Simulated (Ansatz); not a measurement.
Saddle point of BNH8O, singlet (BH₃ + H₂O + NH₃ → BH₃O ([BH2][OH]) + NH₃ + H₂; bonds formed: H2–H7, H5–N8; dative contacts that become bonds: B1–O6; bonds broken: B1–H2, H5–O6, H7–N8), PBE0-D4/def2-TZVP structure:

```json
{"atom": "B1", "x (Å)": "-0.8972", "y (Å)": "-0.8470", "z (Å)": "-0.3372"}
{"atom": "H2", "x (Å)": "-0.6836", "y (Å)": "0.2814", "z (Å)": "-1.0458"}
{"atom": "H3", "x (Å)": "-0.0684", "y (Å)": "-1.6175", "z (Å)": "-0.7807"}
{"atom": "H4", "x (Å)": "-2.0392", "y (Å)": "-1.0635", "z (Å)": "-0.6788"}
{"atom": "H5", "x (Å)": "0.8950", "y (Å)": "0.4381", "z (Å)": "0.9136"}
{"atom": "O6", "x (Å)": "-0.6910", "y (Å)": "-0.5934", "z (Å)": "1.0879"}
{"atom": "H7", "x (Å)": "0.2363", "y (Å)": "0.5628", "z (Å)": "-0.6420"}
{"atom": "N8", "x (Å)": "1.2539", "y (Å)": "0.8820", "z (Å)": "0.0570"}
{"atom": "H9", "x (Å)": "-1.5125", "y (Å)": "-0.3382", "z (Å)": "1.5063"}
{"atom": "H10", "x (Å)": "1.4107", "y (Å)": "1.8729", "z (Å)": "0.1835"}
{"atom": "H11", "x (Å)": "2.0960", "y (Å)": "0.4223", "z (Å)": "-0.2638"}
```

Energies are electronic, without zero-point energy. Barriers and step energies count from the start structure reached by relaxing down the imaginary mode; all methods use the PBE0-D4 structures, on which another method's saddle can fall below an end. Computed with Ansatz 0.2.0 (basis: def2-TZVPP, with def2-QZVPP for the basis limit); correlated methods freeze the cores. B3LYP uses VWN-RPA correlation. Extrapolation: Hartree–Fock as exp(−7.88 √X), correlation as X^−2.97.

| method | barrier (kJ/mol) | step energy (kJ/mol) |
| --- | --- | --- |
| SPW92 | 28.8 | 48.3 |
| PBE-D4 | 43.2 | 2.3 |
| BLYP-D4 | 50.4 | -21.1 |
| r2SCAN-D4 | 47.9 | -2.2 |
| B97M-V | 56.1 | -11.5 |
| PBE0-D4 | ? | 3.4 |
| B3LYP-D4 | 57.6 | -17.0 |
| r2SCAN0-D4 | 55.6 | -0.8 |
| BHLYP-D4 | 69.1 | -18.1 |
| CAM-B3LYP-D4 | 61.5 | -9.8 |
| wB97X-V | ? | -10.1 |
| wB97M-V | 64.6 | -10.2 |
| B2PLYP | 63.0 | -18.1 |
| PBE-QIDH | 61.7 | -0.5 |
| RPA on PBE | 71.0 | -18.5 |
| HF | 94.8 | -52.8 |
| MP2 | ? | -11.7 |
| CCSD | 73.6 | -16.5 |
| CCSD(T) | 69.0 | -12.6 |

Q: Fill in the withheld barriers. (Judge from chemistry; the value comes from the calculation.)

A: Computed: wB97X-V 64.3; MP2 65.8; PBE0-D4 52.8 kJ/mol. Each is the energy of the saddle less that of the start structure, by the same method.

For comparison, the barrier by CCSD(T) at an estimated basis limit (MP2 extrapolated from triple and quadruple zeta, plus CCSD(T) − MP2 in triple zeta) is 65.5 kJ/mol.

The T1 diagnostic stays at or below 0.012.

The step is the kind of ligand exchange by which a precursor binds to a hydroxyl group, or is hydrolysed, in atomic layer deposition of oxides.

Labels in which every atom is bracketed show which atoms are joined, not bond orders.

For scale, one of the runs: CCSD(T)/def2-TZVPP, 205 basis functions (an equivalent command: `ansatz run in.yaml --threads 2`). Hardware: 2 CPU threads, shared host. Wall time 41 s; peak host memory 3 GiB.
